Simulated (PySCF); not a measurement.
Question: Write Cartesian coordinates for `C=C1C(C#C)=C1` as optimised with PBE0-D3(BJ)/def2-SVP.

Answer: 
```
atom  x, y, z in Å
C1     2.859    0.066   -0.586
C2     1.681    0.276   -0.373
C3     0.324    0.475   -0.121
C4    -0.716    1.297   -0.002
C5    -0.975   -0.091    0.204
C6    -1.762   -1.128    0.481
H7     3.901   -0.120   -0.774
H8    -1.074    2.324   -0.046
H9    -1.362   -2.143    0.514
H10   -2.825   -0.979    0.680
```

Orientation and origin are arbitrary. Atoms count from 1 in this order. The 3-membered ring C3–C4–C5 has internal angles of 55.0° to 63.5°. The 6 C–C bonds span 1.215 Å (C1≡C2, drawn triple) to 1.454 Å (C3–C5, drawn single), a spread of 0.239 Å. The 6 heavy atoms lie in one plane (0.001 Å rms).

Bonds between heavy atoms (Å): C1≡C2 1.215, C2–C3 1.394, C3=C4 1.331, C4–C5 1.427, C5=C6 1.331, C3–C5 1.454.

Method used: PySCF 2.14.0, PBE0-D3(BJ)/def2-SVP geometry optimisation, gas phase.

Point group: Cs (every atom within 0.08 Å of its image). No frequency check.

The run took 18 s of wall time on one thread of an Intel Xeon Platinum 8488C (shared host), and the process peaked at 0.41 GiB of memory. This is the geometry optimisation.
